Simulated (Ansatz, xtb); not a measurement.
## Two isomers of CH3B

Structure X is `B=C`, a singlet and structure Y is `[B]C`, a singlet. Both are isolated molecules in the gas phase, relaxed with r2SCAN-D4/def2-TZVP.

X (Å):

| atom | x (Å) | y (Å) | z (Å) |
| --- | --- | --- | --- |
| C | -1.5634 | -0.6482 | 0.0233 |
| B | -1.1850 | -1.3144 | 1.1647 |
| H | -0.8619 | -1.8833 | 2.1394 |
| H | -2.1235 | -1.1247 | -0.7760 |
| H | -1.3265 | 0.3971 | -0.1522 |

Y (Å):

```xyz
5

C    -1.3708   -0.9093    0.4233
B    -2.5564   -1.4318    1.2363
H    -0.9389   -0.0238    0.9076
H    -0.5949   -1.6821    0.3454
H    -1.6968   -0.6341   -0.5882
```

Question: Which of the two would you expect CCSD(T)/def2-TZVPP electronic energies to favour?

Answer: Structure X; the calculation gives E(Y) − E(X) = +104.6 kJ/mol.

How the difference moves with the method:

```json
{"level": "GFN2-xTB", "geometry": "GFN2-xTB", "E(Y) − E(X) (kJ/mol)": "+207.5", "departure from the last row (kJ/mol)": "+103.0", "job, with rough time for the two": "optimisation, 0.096 s"}
{"level": "HF/STO-3G", "geometry": "GFN2-xTB", "E(Y) − E(X) (kJ/mol)": "+123.3", "departure from the last row (kJ/mol)": "+18.8", "job, with rough time for the two": "single point, 0.16 s"}
{"level": "r2SCAN-D4/def2-SVP", "geometry": "GFN2-xTB", "E(Y) − E(X) (kJ/mol)": "+128.7", "departure from the last row (kJ/mol)": "+24.2", "job, with rough time for the two": "single point, 5.5 s"}
{"level": "r2SCAN-D4/def2-TZVP", "geometry": "r2SCAN-D4/def2-TZVP", "E(Y) − E(X) (kJ/mol)": "+132.9", "departure from the last row (kJ/mol)": "+28.3", "job, with rough time for the two": "optimisation, 14 s"}
{"level": "HF/def2-TZVPP", "geometry": "r2SCAN-D4/def2-TZVP", "E(Y) − E(X) (kJ/mol)": "+94.7", "departure from the last row (kJ/mol)": "−9.9", "job, with rough time for the two": "part of the CCSD(T) run"}
{"level": "MP2/def2-TZVPP", "geometry": "r2SCAN-D4/def2-TZVP", "E(Y) − E(X) (kJ/mol)": "+123.5", "departure from the last row (kJ/mol)": "+18.9", "job, with rough time for the two": "part of the CCSD(T) run"}
{"level": "CCSD(T)/def2-TZVPP", "geometry": "r2SCAN-D4/def2-TZVP", "E(Y) − E(X) (kJ/mol)": "+104.6", "departure from the last row (kJ/mol)": "", "job, with rough time for the two": "single point, 7.5 s"}
```

As drawn, Y has 1 C–B, 1 C–H in place of 1 C=B, 1 B–H.

None of the levels shown reverses the order. The largest departure from CCSD(T)/def2-TZVPP is that of GFN2-xTB, 103.0 kJ/mol.

With harmonic frequencies from r2SCAN-D4/def2-TZVP (ideal gas, rigid rotor, one conformer each, 600 K, 1 atm): on the last row, ΔE + ΔZPE = +107.8, ΔH = +106.6, ΔG = +109.4 kJ/mol.

The correlated steps freeze 2 core orbitals. Programs: Ansatz 0.2.0, xtb 6.7.1; the last row on 1 thread of Intel(R) Xeon(R) Platinum 8259CL CPU @ 2.50GHz (Skylake/Cascade Lake) on a shared host.
